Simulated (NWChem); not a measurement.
System: P, quartet

NWChem input:

```
start job
memory heap 200 mb stack 900 mb global 1100 mb
geometry units angstroms noautoz
  P      0.000000     0.000000     0.000000
end
basis spherical
  * library 6-31g*
end
dft
  odft
  mult 4
  xc hfexch
  iterations 150
  mulliken
end
task dft energy
```

No stability test was run on the SCF state.

Give the results of this calculation. (UHF/6-31G* (spherical d).) Quantities: basis functions; energy (Ha); highest occupied level (eV); lowest empty minus highest occupied level, either spin (eV); <S²>.


```yaml
number_of_basis_functions: 18
energy (Ha): -340.69
highest occupied level (eV): -10.64
lowest empty minus highest occupied level, either spin (eV): 12.20
"<S²>": 3.75
```
